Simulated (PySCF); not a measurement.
# OH−: bond curves at several levels of theory

One table from this session's results is given with a row withheld; the runs are named, their logs left out.

Method: H def2-TZVPPD, O def2-TZVPPD, no relativity; program: PySCF 2.14.0.

2 further runs of the same task are left out: 2 set aside as unsound or not needed.

Set-up of the first run:

A driver script around PySCF takes these settings:

```yaml
atoms: H, O
charge: -1
basis: H def2-TZVPPD, O def2-TZVPPD
Hamiltonian: no relativity
basis_functions: 57
electrons_treated: 10
masses_in_u: 1.0078, 15.9949
levels: PBE0, PBE, r²SCAN, LDA, BP86, B3LYP, TPSS, revPBE, ωB97X, MP2, SCS-MP2, CCSD, CCSD(T)
grid: 80 radial by 434 angular points
occupations: held fixed by the projection of orbital angular momentum
dissociation_limit: H + O−, each in its ground configuration
starting_distance_in_angstrom: 1.020
values_of_2S_to_try: 0, 2
```

Command:

```
$ OMP_NUM_THREADS=1 python dia.py task.json out
```

Among the steps run: The job; The PBE0 curve of the state that the search chose; PBE; r²SCAN (meta-GGA); LDA; BP86 (GGA); B3LYP (global hybrid GGA); TPSS (meta-GGA); revPBE; ωB97X (range-separated hybrid); Adding correlation.

One table of the session follows, with a row left open; its other results are not shown here.

| level | Re (Å) | ωe (cm⁻¹) | De (eV) |
| --- | --- | --- | --- |
| RHF-MP2 | 0.966 | 3810 | 5.20 |
| RHF-SCS-MP2 | 0.966 | 3790 | 5.11 |
| RHF-CCSD | 0.963 | 3789 | 4.85 |
| RHF-CCSD(T) | ? | ? | ? |
| LDA | 0.974 | 3702 | 5.70 |
| PBE | 0.974 | 3667 | 4.97 |
| revPBE | 0.974 | 3653 | 4.83 |
| BP86 | 0.975 | 3647 | 5.08 |
| TPSS | 0.973 | 3651 | 4.87 |
| r²SCAN | 0.965 | 3761 | 4.84 |
| B3LYP | 0.964 | 3765 | 4.86 |
| PBE0 | 0.961 | 3830 | 4.81 |
| ωB97X | 0.960 | 3857 | 4.85 |

Q: Estimate the row for RHF-CCSD(T) from the others.

As computed: Re (Å): 0.966; ωe (cm⁻¹): 3738; De (eV): 4.94.

De is counted to H + O− in their ground configurations.
